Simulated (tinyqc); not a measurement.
Inside a calculation (part 1 of 2). Method: UHF in the sto-3g basis, for H2O, spin multiplicity 1. Computed by tinyqc, a small Python program that keeps every step (integrals from PySCF). Settings: charge = 0, multiplicity = 1, basis = sto-3g, energy threshold = 1e-08, iteration cap = 64, orthogonalisation = symmetric, start = core, DIIS depth = 3, damping = 0.3, method = UHF, break = 0.7. Command: `OMP_NUM_THREADS=1 python tinyqc.py 24470 24471 out.jsonl` (the two numbers bound the seeds that draw the settings). One thread of a shared host (Intel(R) Xeon(R) Processor @ 2.60GHz), about 0.1 s of CPU time with the checks. Later iterations appear only in the table of the cycle.

## One-electron integrals

Geometry (angstrom):
```
atom,x,y,z
O,0.000000,0.000000,0.000000
H,0.000000,0.780000,0.550000
H,0.000000,-0.761000,0.537000
```

Basis sto-3g: exponents (1/bohr^2) and contraction coefficients of normalised primitives:
```
element,l (shell),exponent,coefficient
O,s (1),130.709320,0.154329
O,s (1),23.808861,0.535328
O,s (1),6.443608,0.444635
O,s (2),5.033151,-0.099967
O,s (2),1.169596,0.399513
O,s (2),0.380389,0.700115
O,p (3),5.033151,0.155916
O,p (3),1.169596,0.607684
O,p (3),0.380389,0.391957
H,s (1),3.425251,0.154329
H,s (1),0.623914,0.535328
H,s (1),0.168855,0.444635
```

Overlap, kinetic and nuclear-attraction integrals over the contracted functions; the nuclear repulsion is the sum of Za Zb / Rab.

nuclear repulsion = 9.32428260 hartree

overlap S:
```
,1O 1s,1O 2s,1O 2px,1O 2py,1O 2pz,2H 1s,3H 1s
1O 1s,1.000000,0.236704,0.000000,0.000000,0.000000,0.054336,0.057380
1O 2s,0.236704,1.000000,0.000000,0.000000,0.000000,0.476639,0.491891
1O 2px,0.000000,0.000000,1.000000,0.000000,0.000000,0.000000,0.000000
1O 2py,0.000000,0.000000,0.000000,1.000000,0.000000,0.322343,-0.328676
1O 2pz,0.000000,0.000000,0.000000,0.000000,1.000000,0.227293,0.231930
2H 1s,0.054336,0.476639,0.000000,0.322343,0.227293,1.000000,0.242046
3H 1s,0.057380,0.491891,0.000000,-0.328676,0.231930,0.242046,1.000000
```

kinetic energy T (hartree):
```
,1O 1s,1O 2s,1O 2px,1O 2py,1O 2pz,2H 1s,3H 1s
1O 1s,29.003200,-0.168011,0.000000,0.000000,0.000000,-0.002314,-0.000552
1O 2s,-0.168011,0.808128,0.000000,0.000000,0.000000,0.129956,0.141389
1O 2px,0.000000,0.000000,2.528731,0.000000,0.000000,0.000000,0.000000
1O 2py,0.000000,0.000000,0.000000,2.528731,0.000000,0.234087,-0.248818
1O 2pz,0.000000,0.000000,0.000000,0.000000,2.528731,0.165061,0.175579
2H 1s,-0.002314,0.129956,0.000000,0.234087,0.165061,0.760032,0.006380
3H 1s,-0.000552,0.141389,0.000000,-0.248818,0.175579,0.006380,0.760032
```

nuclear attraction V (hartree):
```
,1O 1s,1O 2s,1O 2px,1O 2py,1O 2pz,2H 1s,3H 1s
1O 1s,-61.741067,-7.448806,0.000000,0.000635,-0.018451,-1.759654,-1.859974
1O 2s,-7.448806,-10.158219,0.000000,0.006029,-0.215792,-3.888516,-4.043018
1O 2px,0.000000,0.000000,-9.998845,0.000000,0.000000,0.000000,0.000000
1O 2py,0.000635,0.006029,0.000000,-10.171484,0.003279,-2.339665,2.410681
1O 2pz,-0.018451,-0.215792,0.000000,0.003279,-10.084748,-1.717915,-1.769989
2H 1s,-1.759654,-3.888516,0.000000,-2.339665,-1.717915,-5.841430,-1.580884
3H 1s,-1.859974,-4.043018,0.000000,2.410681,-1.769989,-1.580884,-5.931235
```

core Hamiltonian H = T + V (hartree):
```
,1O 1s,1O 2s,1O 2px,1O 2py,1O 2pz,2H 1s,3H 1s
1O 1s,-32.737867,-7.616817,0.000000,0.000635,-0.018451,-1.761968,-1.860526
1O 2s,-7.616817,-9.350091,0.000000,0.006029,-0.215792,-3.758561,-3.901629
1O 2px,0.000000,0.000000,-7.470114,0.000000,0.000000,0.000000,0.000000
1O 2py,0.000635,0.006029,0.000000,-7.642753,0.003279,-2.105578,2.161863
1O 2pz,-0.018451,-0.215792,0.000000,0.003279,-7.556016,-1.552854,-1.594410
2H 1s,-1.761968,-3.758561,0.000000,-2.105578,-1.552854,-5.081399,-1.574504
3H 1s,-1.860526,-3.901629,0.000000,2.161863,-1.594410,-1.574504,-5.171203
```

## Two-electron integrals

Functions are numbered as in S; the eight-fold symmetry (ij|kl) = (ji|kl) = (kl|ij) leaves the list below.

Two-electron integrals (ij|kl) in chemists' order, unique and non-zero (hartree):
```
i,j,k,l,(ij|kl)
1,1,1,1,4.785065
2,1,1,1,0.741380
2,1,2,1,0.136873
2,2,1,1,1.118947
2,2,2,1,0.256633
2,2,2,2,0.817206
3,1,3,1,0.024477
3,2,3,1,0.037809
3,2,3,2,0.180518
3,3,1,1,1.115814
3,3,2,1,0.256684
3,3,2,2,0.817023
3,3,3,3,0.880159
4,1,4,1,0.024477
4,2,4,1,0.037809
4,2,4,2,0.180518
4,3,4,3,0.047444
4,4,1,1,1.115814
4,4,2,1,0.256684
4,4,2,2,0.817023
4,4,3,3,0.785270
4,4,4,4,0.880159
5,1,5,1,0.024477
5,2,5,1,0.037809
5,2,5,2,0.180518
5,3,5,3,0.047444
5,4,5,4,0.047444
5,5,1,1,1.115814
5,5,2,1,0.256684
5,5,2,2,0.817023
5,5,3,3,0.785270
5,5,4,4,0.785270
5,5,5,5,0.880159
6,1,1,1,0.172952
6,1,2,1,0.031645
6,1,2,2,0.058901
6,1,3,3,0.058789
6,1,4,1,0.001189
6,1,4,2,0.002219
6,1,4,4,0.059018
6,1,5,1,0.000838
6,1,5,2,0.001564
6,1,5,4,0.000161
6,1,5,5,0.058903
6,1,6,1,0.007411
6,2,1,1,0.405590
6,2,2,1,0.094122
6,2,2,2,0.330065
6,2,3,3,0.324590
6,2,4,1,0.005750
6,2,4,2,0.043257
6,2,4,4,0.335356
6,2,5,1,0.004054
6,2,5,2,0.030502
6,2,5,4,0.007592
6,2,5,5,0.329943
6,2,6,1,0.022156
6,2,6,2,0.162739
6,3,3,1,0.010030
6,3,3,2,0.057723
6,3,4,3,0.009071
6,3,5,3,0.006396
6,3,6,3,0.023660
6,4,1,1,0.233343
6,4,2,1,0.054870
6,4,2,2,0.205521
6,4,3,3,0.196120
6,4,4,1,0.012981
6,4,4,2,0.083365
6,4,4,4,0.220831
6,4,5,1,0.002080
6,4,5,2,0.018081
6,4,5,4,0.011028
6,4,5,5,0.199386
6,4,6,1,0.013508
6,4,6,2,0.123084
6,4,6,4,0.115719
6,5,1,1,0.164537
6,5,2,1,0.038690
6,5,2,2,0.144918
6,5,3,3,0.138290
6,5,4,1,0.002080
6,5,4,2,0.018081
6,5,4,4,0.142922
6,5,5,1,0.011497
6,5,5,2,0.070473
6,5,5,4,0.012337
6,5,5,5,0.153385
6,5,6,1,0.009525
6,5,6,2,0.086790
6,5,6,4,0.064913
6,5,6,5,0.069432
6,6,1,1,0.533313
6,6,2,1,0.125774
6,6,2,2,0.504282
6,6,3,3,0.483738
6,6,4,1,0.010281
6,6,4,2,0.105310
6,6,4,4,0.524493
6,6,5,1,0.007249
6,6,5,2,0.074257
6,6,5,4,0.028738
6,6,5,5,0.504001
6,6,6,1,0.029899
6,6,6,2,0.307866
6,6,6,4,0.266023
6,6,6,5,0.187580
6,6,6,6,0.774606
7,1,1,1,0.182769
7,1,2,1,0.033434
7,1,2,2,0.062206
7,1,3,3,0.062089
7,1,4,1,-0.001251
7,1,4,2,-0.002333
7,1,4,4,0.062328
7,1,5,1,0.000883
7,1,5,2,0.001646
7,1,5,4,-0.000168
7,1,5,5,0.062208
7,1,6,1,0.007701
7,1,6,2,0.022621
7,1,6,4,0.012569
7,1,6,5,0.009730
7,1,6,6,0.030129
7,1,7,1,0.008272
7,2,1,1,0.421898
7,2,2,1,0.097876
7,2,2,2,0.342422
7,2,3,3,0.336805
7,2,4,1,-0.005962
7,2,4,2,-0.044557
7,2,4,4,0.347842
7,2,5,1,0.004207
7,2,5,2,0.031442
7,2,5,4,-0.007788
7,2,5,5,0.342301
7,2,6,1,0.022274
7,2,6,2,0.136649
7,2,6,4,0.071229
7,2,6,5,0.070708
7,2,6,6,0.212261
7,2,7,1,0.024327
7,2,7,2,0.174100
7,3,3,1,0.010513
7,3,3,2,0.060201
7,3,4,3,-0.009379
7,3,5,3,0.006618
7,3,6,3,0.019292
7,3,7,3,0.025532
7,4,1,1,-0.240155
7,4,2,1,-0.056463
7,4,2,2,-0.211020
7,4,3,3,-0.201335
7,4,4,1,0.013548
7,4,4,2,0.086410
7,4,4,4,-0.226813
7,4,5,1,-0.002141
7,4,5,2,-0.018495
7,4,5,4,0.011361
7,4,5,5,-0.204681
7,4,6,1,-0.012234
7,4,6,2,-0.070156
7,4,6,4,-0.017730
7,4,6,5,-0.035468
7,4,6,6,-0.095716
7,4,7,1,-0.014687
7,4,7,2,-0.130327
7,4,7,4,0.122035
7,5,1,1,0.169466
7,5,2,1,0.039843
7,5,2,2,0.148906
7,5,3,3,0.142072
7,5,4,1,-0.002141
7,5,4,2,-0.018495
7,5,4,4,0.146814
7,5,5,1,0.012024
7,5,5,2,0.073252
7,5,5,4,-0.012725
7,5,5,5,0.157670
7,5,6,1,0.009496
7,5,6,2,0.070246
7,5,6,4,0.035744
7,5,6,5,0.055080
7,5,6,6,0.119658
7,5,7,1,0.010364
7,5,7,2,0.091965
7,5,7,4,-0.068098
7,5,7,5,0.073585
7,6,1,1,0.158161
7,6,2,1,0.036991
7,6,2,2,0.139321
7,6,3,3,0.136321
7,6,4,1,0.000020
7,6,4,2,0.000228
7,6,4,4,0.139263
7,6,5,1,0.002567
7,6,5,2,0.022362
7,6,5,4,0.000059
7,6,5,5,0.142233
7,6,6,1,0.008607
7,6,6,2,0.067001
7,6,6,4,0.043803
7,6,6,5,0.040133
7,6,6,6,0.128280
7,6,7,1,0.009086
7,6,7,2,0.069018
7,6,7,4,-0.044394
7,6,7,5,0.041024
7,6,7,6,0.032955
7,7,1,1,0.544448
7,7,2,1,0.128356
7,7,2,2,0.512646
7,7,3,3,0.491740
7,7,4,1,-0.010606
7,7,4,2,-0.107296
7,7,4,4,0.533198
7,7,5,1,0.007484
7,7,5,2,0.075714
7,7,5,4,-0.029255
7,7,5,5,0.512384
7,7,6,1,0.029111
7,7,6,2,0.207867
7,7,6,4,0.095232
7,7,6,5,0.117994
7,7,6,6,0.337470
7,7,7,1,0.032229
7,7,7,2,0.320494
7,7,7,4,-0.274206
7,7,7,5,0.193494
7,7,7,6,0.128280
7,7,7,7,0.774606
```

## Orthogonalisation

S = U s U^T; symmetric (Loewdin) form X = U s^(-1/2) U^T, so that X^T S X = 1.

eigenvalues of S: 0.332666  0.403924  0.890025  1.000000  1.086511  1.354877  1.931997

X:
```
,1O 1s,1O 2s,1O 2px,1O 2py,1O 2pz,2H 1s,3H 1s
1O 1s,1.024282,-0.144356,0.000000,0.000378,-0.010023,0.022165,0.022769
1O 2s,-0.144356,1.261603,0.000000,-0.006641,0.111348,-0.298388,-0.317136
1O 2px,0.000000,0.000000,1.000000,0.000000,0.000000,0.000000,0.000000
1O 2py,0.000378,-0.006641,0.000000,1.126203,-0.002604,-0.240613,0.249339
1O 2pz,-0.010023,0.111348,0.000000,-0.002604,1.051733,-0.140038,-0.146892
2H 1s,0.022165,-0.298388,0.000000,-0.240613,-0.140038,1.212311,-0.087803
3H 1s,0.022769,-0.317136,0.000000,0.249339,-0.146892,-0.087803,1.228997
```

## Starting guess

The start is the orbitals of the core Hamiltonian, with HOMO and LUMO mixed by +/-0.7 rad for the two spins; D(s) = C_occ C_occ^T for each spin.

D(alpha) at the start:
```
,1O 1s,1O 2s,1O 2px,1O 2py,1O 2pz,2H 1s,3H 1s
1O 1s,1.067908,-0.309227,0.011494,0.005028,-0.028850,0.038431,0.057489
1O 2s,-0.309227,1.415183,-0.133161,-0.053262,0.185476,-0.134606,-0.340833
1O 2px,0.011494,-0.133161,0.584984,0.190463,-0.053425,-0.263868,0.592547
1O 2py,0.005028,-0.053262,0.190463,1.277875,-0.021732,-0.288421,0.403667
1O 2pz,-0.028850,0.185476,-0.053425,-0.021732,1.094164,-0.095819,-0.179504
2H 1s,0.038431,-0.134606,-0.263868,-0.288421,-0.095819,0.189232,-0.264508
3H 1s,0.057489,-0.340833,0.592547,0.403667,-0.179504,-0.264508,0.676054
```

D(beta) at the start:
```
,1O 1s,1O 2s,1O 2px,1O 2py,1O 2pz,2H 1s,3H 1s
1O 1s,1.067908,-0.309227,-0.011494,0.005028,-0.028850,0.038431,0.057489
1O 2s,-0.309227,1.415183,0.133161,-0.053262,0.185476,-0.134606,-0.340833
1O 2px,-0.011494,0.133161,0.584984,-0.190463,0.053425,0.263868,-0.592547
1O 2py,0.005028,-0.053262,-0.190463,1.277875,-0.021732,-0.288421,0.403667
1O 2pz,-0.028850,0.185476,0.053425,-0.021732,1.094164,-0.095819,-0.179504
2H 1s,0.038431,-0.134606,0.263868,-0.288421,-0.095819,0.189232,-0.264508
3H 1s,0.057489,-0.340833,-0.592547,0.403667,-0.179504,-0.264508,0.676054
```

## Iteration 1: building the Fock matrix

J_ij = sum D_kl (ij|kl) with D = D(alpha) + D(beta), K_ij = sum D_kl (ik|jl) for each spin; F = H + J - K(s); E = tr D H + tr D J / 2 - 0.5 sum_s tr D(s) K(s) + E_nn.

Coulomb J (hartree):
```
,1O 1s,1O 2s,1O 2px,1O 2py,1O 2pz,2H 1s,3H 1s
1O 1s,18.272991,3.471103,0.000000,-0.005466,0.008888,0.802453,0.848464
1O 2s,3.471103,8.592449,0.000000,-0.056204,0.047384,3.377714,3.567215
1O 2px,0.000000,0.000000,8.520032,0.000000,0.000000,0.000000,0.000000
1O 2py,-0.005466,-0.056204,0.000000,8.624312,-0.016321,2.049097,-2.205918
1O 2pz,0.008888,0.047384,0.000000,-0.016321,8.609503,1.472859,1.557568
2H 1s,0.802453,3.377714,0.000000,2.049097,1.472859,5.000510,1.422600
3H 1s,0.848464,3.567215,0.000000,-2.205918,1.557568,1.422600,5.360452
```

exchange K(alpha) (hartree):
```
,1O 1s,1O 2s,1O 2px,1O 2py,1O 2pz,2H 1s,3H 1s
1O 1s,4.921328,0.847726,-0.001247,0.000139,0.000387,0.204790,0.215370
1O 2s,0.847726,1.372108,0.004916,-0.007604,0.005957,0.475742,0.524196
1O 2px,-0.001247,0.004916,0.826171,-0.020400,0.005440,-0.060445,0.165338
1O 2py,0.000139,-0.007604,-0.020400,1.180922,-0.006085,0.229585,-0.278717
1O 2pz,0.000387,0.005957,0.005440,-0.006085,1.173363,0.160403,0.190571
2H 1s,0.204790,0.475742,-0.060445,0.229585,0.160403,0.285337,0.138526
3H 1s,0.215370,0.524196,0.165338,-0.278717,0.190571,0.138526,0.498087
```

exchange K(beta) (hartree):
```
,1O 1s,1O 2s,1O 2px,1O 2py,1O 2pz,2H 1s,3H 1s
1O 1s,4.921328,0.847726,0.001247,0.000139,0.000387,0.204790,0.215370
1O 2s,0.847726,1.372108,-0.004916,-0.007604,0.005957,0.475742,0.524196
1O 2px,0.001247,-0.004916,0.826171,0.020400,-0.005440,0.060445,-0.165338
1O 2py,0.000139,-0.007604,0.020400,1.180922,-0.006085,0.229585,-0.278717
1O 2pz,0.000387,0.005957,-0.005440,-0.006085,1.173363,0.160403,0.190571
2H 1s,0.204790,0.475742,0.060445,0.229585,0.160403,0.285337,0.138526
3H 1s,0.215370,0.524196,-0.165338,-0.278717,0.190571,0.138526,0.498087
```

F(alpha) (hartree):
```
,1O 1s,1O 2s,1O 2px,1O 2py,1O 2pz,2H 1s,3H 1s
1O 1s,-19.386203,-4.993440,0.001247,-0.004970,-0.009950,-1.164304,-1.227431
1O 2s,-4.993440,-2.129750,-0.004916,-0.042571,-0.174366,-0.856589,-0.858610
1O 2px,0.001247,-0.004916,0.223747,0.020400,-0.005440,0.060445,-0.165338
1O 2py,-0.004970,-0.042571,0.020400,-0.199362,-0.006958,-0.286066,0.234662
1O 2pz,-0.009950,-0.174366,-0.005440,-0.006958,-0.119877,-0.240399,-0.227413
2H 1s,-1.164304,-0.856589,0.060445,-0.286066,-0.240399,-0.366225,-0.290431
3H 1s,-1.227431,-0.858610,-0.165338,0.234662,-0.227413,-0.290431,-0.308839
```

F(beta) (hartree):
```
,1O 1s,1O 2s,1O 2px,1O 2py,1O 2pz,2H 1s,3H 1s
1O 1s,-19.386203,-4.993440,-0.001247,-0.004970,-0.009950,-1.164304,-1.227431
1O 2s,-4.993440,-2.129750,0.004916,-0.042571,-0.174366,-0.856589,-0.858610
1O 2px,-0.001247,0.004916,0.223747,-0.020400,0.005440,-0.060445,0.165338
1O 2py,-0.004970,-0.042571,-0.020400,-0.199362,-0.006958,-0.286066,0.234662
1O 2pz,-0.009950,-0.174366,0.005440,-0.006958,-0.119877,-0.240399,-0.227413
2H 1s,-1.164304,-0.856589,-0.060445,-0.286066,-0.240399,-0.366225,-0.290431
3H 1s,-1.227431,-0.858610,0.165338,0.234662,-0.227413,-0.290431,-0.308839
```

total energy of this density = -73.33242949 hartree

This density is the starting one.

## Iteration 1: diagonalisation and new density

Diagonalise F' = X^T F X, C = X C', fill 5 alpha and 5 beta electrons from the bottom; D(s) = C_occ C_occ^T; the new density keeps 0.3 of the old one (damping). Each column has its largest component positive (the first on a tie).

F' = X^T F X (alpha) (hartree):
```
,1,2,3,4,5,6,7
1,-19.006520,-2.654883,-0.000376,-0.000195,-0.021537,-0.191187,-0.213037
2,-2.654883,-0.991870,0.027275,-0.047349,-0.013983,-0.430809,-0.453274
3,-0.000376,0.027275,0.223747,-0.032747,0.009487,0.085143,-0.201035
4,-0.000195,-0.047349,-0.032747,0.029088,-0.006538,-0.350688,0.339786
5,-0.021537,-0.013983,0.009487,-0.006538,-0.027202,-0.223553,-0.221310
6,-0.191187,-0.430809,0.085143,-0.350688,-0.223553,0.122957,-0.064848
7,-0.213037,-0.453274,-0.201035,0.339786,-0.221310,-0.064848,0.207077
```

orbital energies (alpha) (hartree): MO1 -19.396804, MO2 -0.963541, MO3 -0.384745, MO4 -0.127146, MO5 0.165329, MO6 0.539293, MO7 0.724891

coefficients C (alpha):
```
,MO1,MO2,MO3,MO4,MO5,MO6,MO7
1O 1s,0.993402,-0.238740,0.015763,0.100467,0.021471,0.116297,0.054133
1O 2s,0.029886,0.863746,-0.052601,-0.498245,-0.143745,-0.807310,-0.379678
1O 2px,-0.000092,0.010800,-0.176498,0.065113,0.909401,-0.004690,-0.370756
1O 2py,0.000218,0.054401,0.610570,-0.004362,0.444466,-0.407766,0.805514
1O 2pz,0.003755,0.180330,-0.007403,0.823798,-0.160503,-0.607258,-0.232551
2H 1s,-0.006716,0.143137,0.407180,0.234556,-0.106524,1.101016,-0.423686
3H 1s,-0.006859,0.103181,-0.423446,0.211863,0.346925,0.406014,1.087609
```

F' = X^T F X (beta) (hartree):
```
,1,2,3,4,5,6,7
1,-19.006520,-2.654883,0.000376,-0.000195,-0.021537,-0.191187,-0.213037
2,-2.654883,-0.991870,-0.027275,-0.047349,-0.013983,-0.430809,-0.453274
3,0.000376,-0.027275,0.223747,0.032747,-0.009487,-0.085143,0.201035
4,-0.000195,-0.047349,0.032747,0.029088,-0.006538,-0.350688,0.339786
5,-0.021537,-0.013983,-0.009487,-0.006538,-0.027202,-0.223553,-0.221310
6,-0.191187,-0.430809,-0.085143,-0.350688,-0.223553,0.122957,-0.064848
7,-0.213037,-0.453274,0.201035,0.339786,-0.221310,-0.064848,0.207077
```

orbital energies (beta) (hartree): MO1 -19.396804, MO2 -0.963541, MO3 -0.384745, MO4 -0.127146, MO5 0.165329, MO6 0.539293, MO7 0.724891

coefficients C (beta):
```
,MO1,MO2,MO3,MO4,MO5,MO6,MO7
1O 1s,0.993402,-0.238740,0.015763,0.100467,-0.021471,0.116297,0.054133
1O 2s,0.029886,0.863746,-0.052601,-0.498245,0.143745,-0.807310,-0.379678
1O 2px,0.000092,-0.010800,0.176498,-0.065113,0.909401,0.004690,0.370756
1O 2py,0.000218,0.054401,0.610570,-0.004362,-0.444466,-0.407766,0.805514
1O 2pz,0.003755,0.180330,-0.007403,0.823798,0.160503,-0.607258,-0.232551
2H 1s,-0.006716,0.143137,0.407180,0.234556,0.106524,1.101016,-0.423686
3H 1s,-0.006859,0.103181,-0.423446,0.211863,-0.346925,0.406014,1.087609
```

D(alpha) after iteration 1:
```
,1O 1s,1O 2s,1O 2px,1O 2py,1O 2pz,2H 1s,3H 1s
1O 1s,1.058625,-0.254114,0.017879,0.005679,0.019261,0.002326,0.010675
1O 2s,-0.254114,1.137595,-0.141136,-0.048765,-0.106142,-0.040059,-0.133216
1O 2px,0.017879,-0.141136,0.779258,0.264855,-0.078375,-0.185505,0.461363
1O 2py,0.005679,-0.048765,0.264855,0.784689,-0.055268,0.059093,0.051338
1O 2pz,0.019261,-0.106142,-0.078375,-0.055268,0.844144,0.134422,0.044545
2H 1s,0.002326,-0.040059,-0.185505,0.059093,0.134422,0.233654,-0.180758
3H 1s,0.010675,-0.133216,0.461363,0.051338,0.044545,-0.180758,0.451486
```

D(beta) after iteration 1:
```
,1O 1s,1O 2s,1O 2px,1O 2py,1O 2pz,2H 1s,3H 1s
1O 1s,1.058625,-0.254114,-0.017879,0.005679,0.019261,0.002326,0.010675
1O 2s,-0.254114,1.137595,0.141136,-0.048765,-0.106142,-0.040059,-0.133216
1O 2px,-0.017879,0.141136,0.779258,-0.264855,0.078375,0.185505,-0.461363
1O 2py,0.005679,-0.048765,-0.264855,0.784689,-0.055268,0.059093,0.051338
1O 2pz,0.019261,-0.106142,0.078375,-0.055268,0.844144,0.134422,0.044545
2H 1s,0.002326,-0.040059,0.185505,0.059093,0.134422,0.233654,-0.180758
3H 1s,0.010675,-0.133216,-0.461363,0.051338,0.044545,-0.180758,0.451486
```

## Iteration 2: building the Fock matrix

As before.

Coulomb J (hartree):
```
,1O 1s,1O 2s,1O 2px,1O 2py,1O 2pz,2H 1s,3H 1s
1O 1s,17.767976,3.362383,0.000000,-0.002805,-0.000346,0.777182,0.821435
1O 2s,3.362383,8.377838,0.000000,-0.021582,0.043034,3.339891,3.488561
1O 2px,0.000000,0.000000,8.338236,0.000000,0.000000,0.000000,0.000000
1O 2py,-0.002805,-0.021582,0.000000,8.389970,-0.011285,2.055397,-2.148477
1O 2pz,-0.000346,0.043034,0.000000,-0.011285,8.381586,1.471608,1.529748
2H 1s,0.777182,3.339891,0.000000,2.055397,1.471608,5.097445,1.411070
3H 1s,0.821435,3.488561,0.000000,-2.148477,1.529748,1.411070,5.278522
```

exchange K(alpha) (hartree):
```
,1O 1s,1O 2s,1O 2px,1O 2py,1O 2pz,2H 1s,3H 1s
1O 1s,4.899711,0.836242,-0.000446,0.000442,0.001982,0.201659,0.212235
1O 2s,0.836242,1.342441,-0.023281,-0.004375,-0.021867,0.541400,0.569753
1O 2px,-0.000446,-0.023281,0.967310,0.085269,-0.023504,-0.032052,0.087587
1O 2py,0.000442,-0.004375,0.085269,1.045707,-0.022214,0.314680,-0.325582
1O 2pz,0.001982,-0.021867,-0.023504,-0.022214,1.089351,0.231279,0.240671
2H 1s,0.201659,0.541400,-0.032052,0.314680,0.231279,0.509726,0.186617
3H 1s,0.212235,0.569753,0.087587,-0.325582,0.240671,0.186617,0.588893
```

exchange K(beta) (hartree):
```
,1O 1s,1O 2s,1O 2px,1O 2py,1O 2pz,2H 1s,3H 1s
1O 1s,4.899711,0.836242,0.000446,0.000442,0.001982,0.201659,0.212235
1O 2s,0.836242,1.342441,0.023281,-0.004375,-0.021867,0.541400,0.569753
1O 2px,0.000446,0.023281,0.967310,-0.085269,0.023504,0.032052,-0.087587
1O 2py,0.000442,-0.004375,-0.085269,1.045707,-0.022214,0.314680,-0.325582
1O 2pz,0.001982,-0.021867,0.023504,-0.022214,1.089351,0.231279,0.240671
2H 1s,0.201659,0.541400,0.032052,0.314680,0.231279,0.509726,0.186617
3H 1s,0.212235,0.569753,-0.087587,-0.325582,0.240671,0.186617,0.588893
```

F(alpha) (hartree):
```
,1O 1s,1O 2s,1O 2px,1O 2py,1O 2pz,2H 1s,3H 1s
1O 1s,-19.869602,-5.090676,0.000446,-0.002612,-0.020779,-1.186445,-1.251326
1O 2s,-5.090676,-2.314694,0.023281,-0.011178,-0.150892,-0.960069,-0.982821
1O 2px,0.000446,0.023281,-0.099188,-0.085269,0.023504,0.032052,-0.087587
1O 2py,-0.002612,-0.011178,-0.085269,-0.298490,0.014208,-0.364861,0.338968
1O 2pz,-0.020779,-0.150892,0.023504,0.014208,-0.263781,-0.312525,-0.305333
2H 1s,-1.186445,-0.960069,0.032052,-0.364861,-0.312525,-0.493679,-0.350051
3H 1s,-1.251326,-0.982821,-0.087587,0.338968,-0.305333,-0.350051,-0.481574
```

F(beta) (hartree):
```
,1O 1s,1O 2s,1O 2px,1O 2py,1O 2pz,2H 1s,3H 1s
1O 1s,-19.869602,-5.090676,-0.000446,-0.002612,-0.020779,-1.186445,-1.251326
1O 2s,-5.090676,-2.314694,-0.023281,-0.011178,-0.150892,-0.960069,-0.982821
1O 2px,-0.000446,-0.023281,-0.099188,0.085269,-0.023504,-0.032052,0.087587
1O 2py,-0.002612,-0.011178,0.085269,-0.298490,0.014208,-0.364861,0.338968
1O 2pz,-0.020779,-0.150892,-0.023504,0.014208,-0.263781,-0.312525,-0.305333
2H 1s,-1.186445,-0.960069,-0.032052,-0.364861,-0.312525,-0.493679,-0.350051
3H 1s,-1.251326,-0.982821,0.087587,0.338968,-0.305333,-0.350051,-0.481574
```

total energy of this density = -74.24860564 hartree

This density is a damped mixture and is not idempotent.
